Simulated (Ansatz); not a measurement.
fcc Pt

Computed with r²SCAN in Ansatz (PAW).

Run with plane-wave cutoff 500 eV, 4×4×4 k mesh, Fermi–Dirac smearing 0.1 eV, cell of 108 sites, scalar-relativistic PAW data made under PBE.

Cell: relaxed at this level.

| Item | Value |
|---|---|
| vacancy formation energy | 0.57 eV |
| vacancy formation energy before relaxation | 0.97 eV |

Measured, for comparison: vacancy formation energy 1.35 ± 0.09 eV (not corrected to a static lattice, monovacancy, our sources range from 1.35 to 1.60; as tabulated in Mehl and Papaconstantopoulos (1996), arXiv:mtrl-th/9602003). Computed (rounded) less measured: vacancy formation energy not scored (sources differ).

Note: energies are extrapolated to zero smearing, and mesh and cell size move such values by some hundredths of an eV or more.

Spin–orbit coupling is not included.

Static lattice: no zero-point or thermal effects.

The result took about 4 core-hours (a rough figure).

Ansatz is an electronic-structure program.
